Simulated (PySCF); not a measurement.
# C5H7F (HC≡CCF(CH3)2): the cost of one run

Computed with PySCF 2.14.0, with density-fitted response routines of our own, on a single molecule in the gas phase. Atoms count from 0, in the outputs and in this text.

### 1 The molecule as given

13 atoms, charge 0, multiplicity 1; geometry from: MMFF94s. The atoms were then displaced at random by about 0.03 Å, so the start is not that level's minimum.

Bonds of the start (Å): C0–C1 1.27, C1–C2 1.51, C2–C3 1.46, C2–C4 1.52, C2–F5 1.37, C0–H6 1.05, C3–H7 1.10, C3–H8 1.00, C3–H9 1.21, C4–H10 1.12, C4–H11 1.06, C4–H12 1.06.

### 2 Geometry optimisation at PBE0-D3(BJ)/def2-SVP

Job settings and geometry (Å):

```
{"job": {"xc": "PBE0", "basis": "def2-SVP", "d3": "d3bj", "grid": 1, "shake": 0.03, "kind": "geom"}, "charge": 0, "multiplicity": 1}
C      2.475490     0.615560     0.338360
C      1.215280     0.463830     0.296560
C     -0.277630     0.210930     0.253420
C     -0.722600     0.620450    -1.070990
C     -0.526980    -1.255620     0.586160
F     -0.803450     1.010930     1.234160
H      3.490210     0.882300     0.353050
H     -0.598000     1.691210    -1.284570
H     -0.407010     0.045800    -1.828090
H     -1.916450     0.463890    -1.021070
H     -1.626330    -1.416520     0.680540
H     -0.063300    -1.920850    -0.093490
H     -0.208610    -1.464040     1.578190
```

Run with:

```
$ OMP_NUM_THREADS=1 python probes_run.py task.json out
```

This one command runs all jobs of the session in turn.

Q: Estimate the wall time and peak memory of this first job on 1 thread of Arm Neoverse V1, shared host.

About 33 s, with a peak of 0.49 GiB.
